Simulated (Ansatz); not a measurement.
Magnesium, hcp: convergence with the k-point mesh

Computed with Ansatz, LDA, scalar-relativistic PAW, on the relaxed cell (a = 3.133 Å, c = 5.085 Å (c/a = 1.623); spin not included). Errors count from a run at 420 eV on a Γ-centred 19×19×10 mesh with Fermi-Dirac smearing of 0.1 eV, extrapolated to zero width. Fixed here: cutoff 420 eV, Fermi-Dirac width 0.1 eV. The SCF starts from atomic densities corrected by a trained network.

```
 k-mesh  E(σ→0) error (meV/atom)  P (GPa)  SCF iterations
  2×2×1                    133.2     0.29               6
  3×3×2                    358.2     0.82               6
  6×6×3                     46.4     0.12               6
  7×7×4                    -11.8     0.24               6
  9×9×5                      1.8     0.04               6
12×12×7                     -1.5     0.02               6
17×17×9                     -1.9     0.07               6
```

Q: What does the run at 4×4×2 give (k-mesh)?

A: E(σ→0) error (meV/atom): -11.4; P (GPa): -0.05; SCF iterations: 6.

Within 5 meV/atom of the last row: from 9×9×5 on.
